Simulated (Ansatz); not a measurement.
Mulliken charges of C4H4O, SMILES `CC#CC=O` from B3LYP/def2-TZVPP in Ansatz (PBE0-D4/def2-TZVP geometry).

```json
{"atom": "C1", "x (Å)": "-0.794", "y (Å)": "-1.512", "z (Å)": "-0.617", "charge (e)": "-0.247"}
{"atom": "C2", "x (Å)": "-0.146", "y (Å)": "-0.316", "z (Å)": "-0.128", "charge (e)": "-0.046"}
{"atom": "C3", "x (Å)": "0.410", "y (Å)": "0.677", "z (Å)": "0.268", "charge (e)": "0.051"}
{"atom": "C4", "x (Å)": "1.021", "y (Å)": "1.878", "z (Å)": "0.769", "charge (e)": "0.049"}
{"atom": "O5", "x (Å)": "2.176", "y (Å)": "2.175", "z (Å)": "0.599", "charge (e)": "-0.249"}
{"atom": "H6", "x (Å)": "-1.421", "y (Å)": "-1.958", "z (Å)": "0.159", "charge (e)": "0.117"}
{"atom": "H7", "x (Å)": "-0.060", "y (Å)": "-2.253", "z (Å)": "-0.941", "charge (e)": "0.122"}
{"atom": "H8", "x (Å)": "-1.436", "y (Å)": "-1.272", "z (Å)": "-1.469", "charge (e)": "0.119"}
{"atom": "H9", "x (Å)": "0.339", "y (Å)": "2.535", "z (Å)": "1.342", "charge (e)": "0.086"}
```

Question: By hand: the dipole of these point charges (1 e Å = 4.8032 D).

Answer: Σ q r = (-0.583, -0.464, -0.095) e Å, of length 0.751 e Å = 3.61 D.

Question: How does the dipole of the full density compare? (Estimate.)

Answer: Computed: (-0.679, -0.489, -0.081) e Å, 4.04 D; the point charges give 0.89 times that, at 3° from its direction.

Point charges leave out the atoms' own dipoles, such as those of lone pairs, and Mulliken's split depends on the basis, so the close match here is no proof of good charges.

B3LYP here is the variant with VWN-RPA as its local correlation; programs differ in this.
